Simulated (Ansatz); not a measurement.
A structure relaxed at PBE0-D4/def2-TZVP, charge 0, multiplicity 1:

```json
{"atom": "C1", "x (Å)": "0.7336", "y (Å)": "-0.8155", "z (Å)": "-0.6755"}
{"atom": "C2", "x (Å)": "-0.1269", "y (Å)": "0.3214", "z (Å)": "-0.1791"}
{"atom": "N3", "x (Å)": "0.2497", "y (Å)": "0.6882", "z (Å)": "1.1565"}
{"atom": "O4", "x (Å)": "-1.4760", "y (Å)": "-0.1181", "z (Å)": "-0.3170"}
{"atom": "H5", "x (Å)": "0.4529", "y (Å)": "-1.0874", "z (Å)": "-1.6931"}
{"atom": "H6", "x (Å)": "1.7852", "y (Å)": "-0.5307", "z (Å)": "-0.6511"}
{"atom": "H7", "x (Å)": "0.5911", "y (Å)": "-1.6923", "z (Å)": "-0.0380"}
{"atom": "H8", "x (Å)": "0.0289", "y (Å)": "1.2077", "z (Å)": "-0.8090"}
{"atom": "H9", "x (Å)": "0.0784", "y (Å)": "-0.0790", "z (Å)": "1.7961"}
{"atom": "H10", "x (Å)": "-0.2604", "y (Å)": "1.4971", "z (Å)": "1.4868"}
{"atom": "H11", "x (Å)": "-2.0565", "y (Å)": "0.6086", "z (Å)": "-0.0767"}
```

Task: Give its formula and SMILES.

Result: C2H7NO, `CC(N)O`.

Task: Summarise the bond lengths by kind.

Result: 1 × C–C 1.510 Å; 4 × C–H 1.090 to 1.098 Å; 1 × C–N 1.435 Å; 1 × C–O 1.426 Å; 2 × H–N 1.012 to 1.013 Å; 1 × H–O 0.961 Å.

Computed with Ansatz.
